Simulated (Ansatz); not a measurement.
Species: C₂H₄NO, charge 0, doublet. C2H4NO (SMILES CC([NH])=O, doublet).
B3LYP-D3(BJ)/def2-TZVP minimum from Ansatz (an electronic-structure program):
```
C
O 1 1.2305
N 1 1.3652 2 117.80
H 3 1.0231 1 110.17 2 -34.34
C 1 1.4983 2 123.78 3 171.74
H 5 1.0875 1 110.02 2 16.97
H 5 1.0911 6 110.37 1 -121.95
H 5 1.0918 6 109.45 7 -118.08
```
Charge 0, spin multiplicity 2.

Total energies in hartree (Ansatz). UHF or UKS for unpaired electrons; spin-orbit terms are left out. Cores are frozen in correlated methods. No relativity. For partners of very few electrons the exact lower level stands in for a higher one. The UHF reference of C2H4NO (CC([NH])=O, doublet) is spin-contaminated (<S^2> up to 0.14 over the pure value in the sets run).

| species | HF/cc-pVTZ | CCSD(T)/cc-pVTZ | HF/cc-pVQZ | CCSD(T)/cc-pVQZ | CCSD(T)/cc-pVDZ | CCSDT(Q)/cc-pVDZ |
|---|---|---|---|---|---|---|
| 1: C2H4NO (SMILES CC([NH])=O, doublet) | -207.41609 | -208.20269 | -207.43106 | -208.26561 | -207.99422 | -207.99808 |
| 2: O (triplet) | -74.81176 | -74.97396 | -74.81729 | -74.99357 | -74.90995 | -74.91013 |
| 3: C (triplet) | -37.69157 | -37.78076 | -37.69331 | -37.78654 | -37.76038 | -37.76071 |
| 4: N (quartet) | -54.40069 | -54.51471 | -54.40372 | -54.52482 | -54.47850 | -54.47866 |
| 5: H (doublet) | -0.49981 | -0.49981 | -0.49995 | -0.49995 | -0.49928 | -0.49928 |

### Question
Work out the atomisation energy (electronic, to ground-state atoms) in kJ/mol: take Hartree-Fock from cc-pVQZ, extrapolate the CCSD(T) correlation energy as X^-3 (X = 3, 4), and add CCSDT(Q) - CCSD(T) in cc-pVDZ. 1 hartree = 2625.5 kJ/mol.

### Answer

Species 1: correlation (64·(-0.83455) - 27·(-0.78660))/37 = -0.86954; step -0.00386; E1 = -207.43106 + (-0.86954) + (-0.00386) = -208.30446
Species 2: correlation (64·(-0.17628) - 27·(-0.16220))/37 = -0.18655; step -0.00018; E2 = -74.81729 + (-0.18655) + (-0.00018) = -75.00402
Species 3: correlation (64·(-0.09323) - 27·(-0.08919))/37 = -0.09618; step -0.00033; E3 = -37.69331 + (-0.09618) + (-0.00033) = -37.78982
Species 4: correlation (64·(-0.12110) - 27·(-0.11402))/37 = -0.12627; step -0.00016; E4 = -54.40372 + (-0.12627) + (-0.00016) = -54.53015
Species 5: correlation (64·(0.00000) - 27·(0.00000))/37 = 0.00000; step +0.00000; E5 = -0.49995 + (0.00000) + (+0.00000) = -0.49995
-1·E1 +1·E2 +2·E3 +1·E4 +4·E5 = 1.19085 hartree = 3126.6 kJ/mol.
